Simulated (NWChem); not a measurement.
All runs are NWChem calculations. System: propyne (C$_{3}$H$_{4}$), charge 0, spin multiplicity 1, at a geometry optimised with PBE0/def2-SVP. Level: BLYP/def2-TZVP.

Job file:

```
start mol
memory heap 200 mb stack 900 mb global 1100 mb
geometry units angstroms nocenter noautoz
  C      1.223398    -0.195974     0.000000
  C     -0.211608     0.035339     0.000000
  C     -1.407417     0.225249     0.000000
  H      1.449142    -1.273660     0.000000
  H      1.696606     0.247574     0.889750
  H      1.696606     0.247574    -0.889750
  H     -2.468594     0.390825     0.000000
  symmetry group Cs
end
basis spherical
  * library def2-tzvp
end
dft
  xc becke88 lyp
  semidirect memsize 60000000 filesize 0
  iterations 100
end
task dft energy
```

Output (cleaned and shortened):

```
             Northwest Computational Chemistry Package (NWChem) 7.3.0
             --------------------------------------------------------

                                NWChem Input Module
                                -------------------

 Scaling coordinates for geometry "geometry" by  1.889725989
 (inverse scale =  0.529177249)

 Turning off AUTOSYM since
 SYMMETRY directive was detected!

                             Geometry "geometry" -> ""
                             -------------------------

 Output coordinates in angstroms (scale by  1.889725989 to convert to a.u.)

  No.       Tag          Charge          X              Y              Z
 ---- ---------------- ---------- -------------- -------------- --------------
    1 C                    6.0000     1.22339800    -0.19597400     0.00000000
    2 C                    6.0000    -0.21160800     0.03533900     0.00000000
    3 C                    6.0000    -1.40741700     0.22524900     0.00000000
    4 H                    1.0000     1.44914200    -1.27366000     0.00000000
    5 H                    1.0000     1.69660600     0.24757400     0.88975000
    6 H                    1.0000     1.69660600     0.24757400    -0.88975000
    7 H                    1.0000    -2.46859400     0.39082500     0.00000000

 Effective nuclear repulsion energy (a.u.)      58.5542181740

            Nuclear Dipole moment (a.u.)
            ----------------------------
        X                 Y               Z
 ---------------- ---------------- ----------------
    -0.0000037795    -0.0000056692     0.0000000000

      Symmetry information
      --------------------

 Group name             Cs
 Group number              2
 Group order               2
 No. of unique centers     6

      Symmetry unique atoms

     1    2    3    4    5    7


 Summary of "ao basis" -> "" (spherical)
 ------------------------------------------------------------------------------
       Tag                 Description            Shells   Functions and Types
 ---------------- ------------------------------  ------  ---------------------
[...]
 Vector   11  Occ=2.000000D+00  E=-2.317325D-01  Symmetry=a'
              MO Center= -6.7D-01,  7.8D-02, -1.5D-12, r^2= 1.9D+00
   Bfn.  Coefficient  Atom+Function         Bfn.  Coefficient  Atom+Function
  ----- ------------  ---------------      ----- ------------  ---------------
    69      0.312242  3 C  py                38      0.289332  2 C  py
    41      0.231898  2 C  py                72      0.230014  3 C  py
    75      0.164074  3 C  py                44      0.130612  2 C  py
    95      0.111188  4 H  s                 96      0.095651  4 H  s
     7     -0.089008  1 C  py                94      0.068034  4 H  s

 Vector   12  Occ=0.000000D+00  E= 1.022638D-02  Symmetry=a"
              MO Center= -4.5D-01,  1.6D-01,  2.6D-10, r^2= 3.6D+00
   Bfn.  Coefficient  Atom+Function         Bfn.  Coefficient  Atom+Function
  ----- ------------  ---------------      ----- ------------  ---------------
    76      0.685665  3 C  pz               102      0.624725  5 H  s
   108     -0.624725  6 H  s                 45     -0.608145  2 C  pz
    39     -0.309361  2 C  pz                70      0.280559  3 C  pz
    42     -0.243438  2 C  pz                14     -0.235612  1 C  pz
    73      0.200059  3 C  pz               101      0.074696  5 H  s

 Vector   13  Occ=0.000000D+00  E= 1.024792D-02  Symmetry=a'
              MO Center= -4.8D-01, -1.1D-02, -2.6D-10, r^2= 3.6D+00
   Bfn.  Coefficient  Atom+Function         Bfn.  Coefficient  Atom+Function
  ----- ------------  ---------------      ----- ------------  ---------------
    96     -0.739902  4 H  s                 75      0.683636  3 C  py
    44     -0.592339  2 C  py               102      0.342914  5 H  s
   108      0.342914  6 H  s                 38     -0.305511  2 C  py
    69      0.277038  3 C  py                41     -0.240832  2 C  py
    13     -0.231217  1 C  py                72      0.197068  3 C  py

 Vector   14  Occ=0.000000D+00  E= 2.127375D-02  Symmetry=a'
              MO Center=  1.6D+00, -2.4D-01,  1.3D-12, r^2= 5.5D+00
   Bfn.  Coefficient  Atom+Function         Bfn.  Coefficient  Atom+Function
  ----- ------------  ---------------      ----- ------------  ---------------
     5      6.964412  1 C  s                 43     -2.455394  2 C  px
    67     -2.227716  3 C  s                102     -1.795815  5 H  s
   108     -1.795815  6 H  s                 96     -1.781810  4 H  s
    36     -1.128701  2 C  s                 74     -0.754030  3 C  px
    12     -0.610464  1 C  px                44      0.399475  2 C  py

 center of mass
 --------------
 x =  -0.11117956 y =   0.01815774 z =   0.00000000

 moments of inertia (a.u.)
 ------------------
          16.387945386801          31.190524262505           0.000000000000
          31.190524262505         206.353423907419           0.000000000000
           0.000000000000           0.000000000000         211.344678029344

     Multipole analysis of the density
     ---------------------------------

     L   x y z        total         alpha         beta         nuclear
     -   - - -        -----         -----         ----         -------
     0   0 0 0     -0.000000    -11.000000    -11.000000     22.000000

     1   1 0 0      0.322895      0.161449      0.161449     -0.000004
     1   0 1 0     -0.054312     -0.027153     -0.027153     -0.000006
     1   0 0 1      0.000000      0.000000      0.000000      0.000000

     2   2 0 0    -10.844606    -68.067220    -68.067220    125.289835
     2   1 1 0     -0.622131      9.252138      9.252138    -19.126407
     2   1 0 1     -0.000000     -0.000000     -0.000000      0.000000
     2   0 2 0    -14.704927    -11.708966    -11.708966      8.713005
     2   0 1 1     -0.000000     -0.000000     -0.000000      0.000000
     2   0 0 2    -14.803100    -10.228601    -10.228601      5.654102

 Task  times  cpu:        8.7s     wall:        8.7s

 Total times  cpu:        8.7s     wall:        8.7s
```
